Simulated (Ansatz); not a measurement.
# HS (doublet): from Hartree-Fock to the top rungs, def2-QZVPP

The task here is to estimate one member of a computed series from the others.

The runs use Ansatz 0.2.0, Gaussian basis; def2-QZVPP, core rule «outside noble gas», up to 5 orbitals frozen.

Plan: UHF; ROHF; CCSD(T) on UHF.

2 further runs of the same task are left out: 2 set aside as unsound or not needed.

## The geometry

The geometry is a PBE0/def2-TZVP stationary point (not a proven minimum).

2 atoms, charge 0, spin multiplicity 2.

Atoms are counted from 1 here; the program's logs count them from 0.

Bond lengths: S1–H2 1.346 Å.

Set-up of the first run:

in.yaml

```yaml
crystal:
  periodic: [false, false, false]
  atoms:
    - {symbol: S, position_ang: [0.000000, 0.000000, 0.000000]}
    - {symbol: H, position_ang: [0.000000, 0.000000, 1.345800]}
basis:
  gaussian: {orbitals: "def2-QZVPP.json"}
magnetization: {spin_polarized: true, initial_magnetization: 1}
hamiltonian: {xc: hf}
output: {orbitals: {seedname: orbitals}}
```

On the command line:

```
$ ansatz run in.yaml --threads 1 --pin off --events-out ev --progress --plain --max-ram 2393MiB
```

Among the steps run: UHF; ROHF; CCSD(T) on UHF.

One of the session's tables, all rows but one given; the rest of the session is left out.

```
  method  from UCCSD(T) (meV)
    ROHF              +5497.5
     UHF                    ?
    UMP2               +834.8
   UCCSD               +204.5
UCCSD(T)                    0
```

Q: Estimate the row for UHF from the others.

As computed: from UCCSD(T) (meV): +5339.1. In the column «from UCCSD(T) (meV)» it lies between UMP2 (+834.8) and ROHF (+5497.5).
